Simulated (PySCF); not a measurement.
# C₂H₄N radical: geometry, EPR parameters

What EPR parameters should C₂H₄N radical (`[H]/[C]=N\C`) show?

The runs use PySCF 2.14.0, with density-fitted response routines of our own; the level of theory stands in each step. All values are computed, except where a source is named. Atoms are numbered from 0 throughout.

### Step 1. The molecule as given

7 atoms, charge 0, multiplicity 2; geometry from: GFN2-xTB.

Bonds of the start (Å): C0–N1 1.21, N1–C2 1.44, C0–H3 1.08, C2–H4 1.09, C2–H5 1.09, C2–H6 1.09.

### Step 2. Optimising the geometry at PBE0-D3(BJ)/def2-SVP

Job settings and geometry (Å):

```
{"job": {"xc": "PBE0", "basis": "def2-SVP", "d3": "d3bj", "grid": 1, "kind": "geom"}, "charge": 0, "multiplicity": 2}
C      1.648930    -0.263630    -0.025320
N      0.497200    -0.631850     0.005770
C     -0.818810    -0.051980     0.004450
H      2.154140     0.693630    -0.071320
H     -1.003820     0.433220     0.964690
H     -1.543880    -0.853610    -0.135940
H     -0.927100     0.684020    -0.796480
```

Log:

```text
step   0  E = -133.00831937  max force = 0.018866
step   1  E = -133.00996894  max force = 0.003579
step   2  E = -133.01023897  max force = 0.003214
step   3  E = -133.01044425  max force = 0.002839
step   4  E = -133.01086507  max force = 0.004998
step   5  E = -133.01119866  max force = 0.007292
step   6  E = -133.01181680  max force = 0.005972
step   7  E = -133.01201105  max force = 0.003081
step   8  E = -133.01206347  max force = 0.001591
step   9  E = -133.01207264  max force = 0.000472
step  10  E = -133.01207273  max force = 0.000104
optimisation converged
```

Wall time 13 s (1 thread, shared host).

Relaxation path:

```tsv
step	energy from step 0 (eV)	largest force component (eV/Å)
0	0.0000	0.9701
1	-0.0449	0.1840
2	-0.0522	0.1653
3	-0.0578	0.1460
4	-0.0693	0.2570
5	-0.0783	0.3750
6	-0.0952	0.3071
7	-0.1005	0.1584
8	-0.1019	0.0818
9	-0.1021	0.0243
10	-0.1021	0.0053
```

Distances of close pairs at the start and the end, largest changes first:

```tsv
bond	before (Å)	after (Å)	change (Å)
C0–H3	1.083	1.113	+0.030
C2–H6	1.093	1.106	+0.013
C2–H5	1.090	1.101	+0.011
C0–N1	1.210	1.219	+0.009
C2–H4	1.092	1.101	+0.009
N1–C2	1.438	1.439	+0.001
```

The end geometry stands in the next job.

```tsv
at the end point	value
point group (found at 0.08 Å tolerance)	Cs
rotational constants (GHz, main isotopes)	67.799, 10.745, 9.845
dipole moment (D)	2.19
⟨S²⟩	0.755
```

### Step 3. g tensor and hyperfine couplings: B3LYP/IGLO-III+pcH-1

Job settings and geometry (Å):

```
{"job": {"kind": "epr"}, "charge": 0, "multiplicity": 2}
C      1.645813    -0.211754     0.096472
N      0.523136    -0.558892     0.419621
C     -0.773239    -0.046281     0.061947
H      2.007212     0.603455    -0.569658
H     -1.314810     0.243086     0.975247
H     -1.359203    -0.843841    -0.419546
H     -0.722249     0.824027    -0.618233
```

Level: UKS B3LYP, IGLO-III on C N, pcH-1 on H, non-relativistic, mean-field spin-orbit, GIAO.

Log:

```text
UKS, coarse grid
  cycle   1  E = -133.31065396  |g| = 1.84e-01
  cycle   2  E = -133.29464756  |g| = 2.69e-01
  cycle   3  E = -133.32463695  |g| = 9.78e-02
  cycle   4  E = -133.32858623  |g| = 1.94e-02
  cycle   5  E = -133.32881477  |g| = 5.54e-03
  cycle   6  E = -133.32883973  |g| = 1.62e-03
  cycle   7  E = -133.32884544  |g| = 7.23e-04
UKS, final grid
  cycle   1  E = -133.32883679  |g| = 7.34e-04
  cycle   2  E = -133.32883626  |g| = 1.62e-03
  cycle   3  E = -133.32883742  |g| = 2.09e-04
  cycle   4  E = -133.32883754  |g| = 1.48e-04
  cycle   5  E = -133.32883760  |g| = 3.92e-05
  cycle   6  E = -133.32883760  |g| = 1.05e-05
E = -133.32883760 Eh   <S^2> = 0.7544 (exact 0.7500)
g shifts (ppm)      1          2          3
  rmc          -174       -174       -174
  gc             18         36        -56
  oz_so       -2734         52        940
  total       -2891        -86        710
hyperfine (MHz)  atom isotope    a_iso     a_fc   dipolar eigenvalues
    0   13C     514.99     514.99    -51.19    -40.43     91.61
    1   14N     103.32     103.32    -11.67     -6.05     17.72
    2   13C     114.65     114.65     -8.78     -8.06     16.84
    3    1H     243.90     243.90    -18.42     -5.74     24.16
    4    1H     -11.84     -11.84     -5.15     -3.40      8.55
    5    1H     -11.95     -11.95     -5.14     -3.39      8.53
    6    1H      14.96      14.96     -5.99     -0.73      6.72
```

Run time: 6.2 s. Hardware: 1 thread, shared host.

Principal g values 1.99943, 2.00223, 2.00303; g(iso) = 2.00156, against 2.00232 for a free electron.

Hyperfine couplings; where a row names several nuclei, a(iso) is their mean (it holds for fast rotation or exchange) and the dipolar term the largest among them:

```tsv
nuclei	isotope	a(iso) (MHz)	a(iso) (G, at g = 2.0023)	largest dipolar term (MHz)
C0	13C	515.0	183.8	91.6
H3	1H	243.9	87.0	24.2
C2	13C	114.6	40.9	16.8
N1	14N	103.3	36.9	17.7
H4, H5, H6	1H	-2.9	-1.0	8.6
```

Mulliken spin populations:

```tsv
atom	value (e)
C0	0.69
N1	0.12
C2	0.05
H3	0.12
H4	0.00
H5	0.00
H6	0.03
```

In first order the couplings over 0.8 MHz of 1H, 14N give 24 distinct lines over 163.9 G, if the averaged nuclei exchange fast.

### Step 4. Outcome

| quantity | value |
| --- | --- |
| point group | Cs |
| rotational constants (main isotopes) | 67.80, 10.75, 9.85 GHz |
| g(iso) (B3LYP) | 2.00156 |
| ⟨S²⟩ | 0.754 (exact 0.75) |
| largest a(iso) (averaged by class) | 13C on C0, 515.0 MHz |

Over 10 steps the energy fell by 0.102 eV; of the close pairs, C0–H3 changed most, 1.083 to 1.113 Å. No frequency check was run at this level, so the end point may be a saddle. Most of the unpaired spin sits on C0 (0.69 e). The isotropic g lies 0.8 ppt below the free-electron value.
